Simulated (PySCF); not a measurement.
Compound: C5H6F (charge +1).
Bonds: C1–C2, C2–C3, C3–C4 (double), C4–C5, C5–F6, C2–C4. Hydrogens: H7, H8, H9 on C1; H10 on C3; H11, H12 on C5.

Vertical excitations from PySCF (density fitting, frozen core in the response, grid level 2 and gas phase unless stated; continuum runs use non-equilibrium linear response for the excitations) on a GFN2-xTB geometry. Reference run:

| settings | S1, eV (f) | S2, eV (f) | S3, eV (f) | S4, eV (f) | S5, eV (f) | S6, eV (f) | T1, eV (Tamm–Dancoff) | mean α (au) |
| --- | --- | --- | --- | --- | --- | --- | --- | --- |
| PBE0/def2-SVPD, full TDDFT, 8 singlets | 6.55 (0.001) | 6.65 (0.001) | 6.83 (0.098) | 7.10 (0.097) | 7.13 (0.000) | 7.46 (0.001) | 5.82 | 51.0 |

What do these settings give: (1) PBE0/ANO-RCC-VDZP, full TDDFT, 25 singlets; (2) wB97X-D/6-311+G(2d,p), full TDDFT, 12 singlets; (3) PBE0/def2-SVP, IEF-PCM acetone, energy threshold 1e-08 Eh, start guess vsap, TDA, 12 singlets; (4) KT2/pcseg-1, full TDDFT, 3 singlets?

| settings | S1, eV (f) | S2, eV (f) | S3, eV (f) | S4, eV (f) | S5, eV (f) | S6, eV (f) | T1, eV (Tamm–Dancoff) | mean α (au) |
| --- | --- | --- | --- | --- | --- | --- | --- | --- |
| PBE0/ANO-RCC-VDZP, full TDDFT, 25 singlets | 6.60 (0.001) | 6.68 (0.001) | 6.90 (0.107) | 7.16 (0.000) | 7.16 (0.086) | 7.49 (0.001) | 5.86 | 47.5 |
| wB97X-D/6-311+G(2d,p), full TDDFT, 12 singlets | 6.75 (0.001) | 6.85 (0.001) | 7.29 (0.173) | 7.32 (0.006) | 7.71 (0.001) | 7.77 (0.122) | – | 49.9 |
| PBE0/def2-SVP, IEF-PCM acetone, energy threshold 1e-08 Eh, start guess vsap, TDA, 12 singlets | 6.70 (0.002) | 6.76 (0.002) | 7.14 (0.239) | 7.31 (0.001) | 7.38 (0.105) | 7.64 (0.001) | 5.94 | 57.8 |
| KT2/pcseg-1, full TDDFT, 3 singlets | 5.34 (0.007) | 5.63 (0.001) | 5.70 (0.084) | – | – | – | 5.03 | 49.5 |

(1) S1 moves by +0.05 eV. (2) S1 moves by +0.20 eV; functional and basis change together, so the shift can't be laid on one. (3) S1 moves by +0.15 eV; basis, environment and response scheme change together, so the shift can't be laid on one. (4) S1 moves by -1.21 eV; functional and basis change together, so the shift can't be laid on one. States are counted by energy in each run and needn't keep their character from row to row.

All basis functions are spherical, in the Pople sets too. KT2 was designed for NMR shieldings or shifts; total energies of different functionals aren't comparable. ANO-RCC sets were contracted for a scalar-relativistic Hamiltonian, but ran non-relativistically here.

Give the leading configurations of S1 (H = HOMO, L = LUMO) and the HOMO–LUMO gap of each run.

```json
{"settings": "PBE0/def2-SVPD, full TDDFT, 8 singlets", "S1 configurations (weight)": "H−1→L 0.78, H−1→L+1 0.12", "S1 (eV)": "6.55", "orbital gap (eV)": "7.89", "S1 − gap (eV)": "-1.34"}
{"settings": "PBE0/ANO-RCC-VDZP, full TDDFT, 25 singlets", "S1 configurations (weight)": "H−1→L 0.74, H−1→L+1 0.15", "S1 (eV)": "6.60", "orbital gap (eV)": "7.97", "S1 − gap (eV)": "-1.37"}
{"settings": "wB97X-D/6-311+G(2d,p), full TDDFT, 12 singlets", "S1 configurations (weight)": "H−1→L+1 0.54, H−1→L 0.22, H−2→L+1 0.16", "S1 (eV)": "6.75", "orbital gap (eV)": "11.71", "S1 − gap (eV)": "-4.96"}
{"settings": "PBE0/def2-SVP, IEF-PCM acetone, energy threshold 1e-08 Eh, start guess vsap, TDA, 12 singlets", "S1 configurations (weight)": "H−1→L+1 0.77, H−1→L 0.12", "S1 (eV)": "6.70", "orbital gap (eV)": "8.18", "S1 − gap (eV)": "-1.48"}
{"settings": "KT2/pcseg-1, full TDDFT, 3 singlets", "S1 configurations (weight)": "H→L 0.84, H→L+1 0.14", "S1 (eV)": "5.34", "orbital gap (eV)": "5.20", "S1 − gap (eV)": "+0.14"}
```

The structure is a single GFN2-xTB conformer; no vibrational corrections.

Conformer computed: `[CH3:1][c+:2]1[cH:3][c:4]1[CH2:5][F:6]`: C3–C4–C5–F6 180°.

The pairwise dispersion term of wB97X-D wasn't added to the energies; at a given geometry it leaves orbitals and properties as they are.
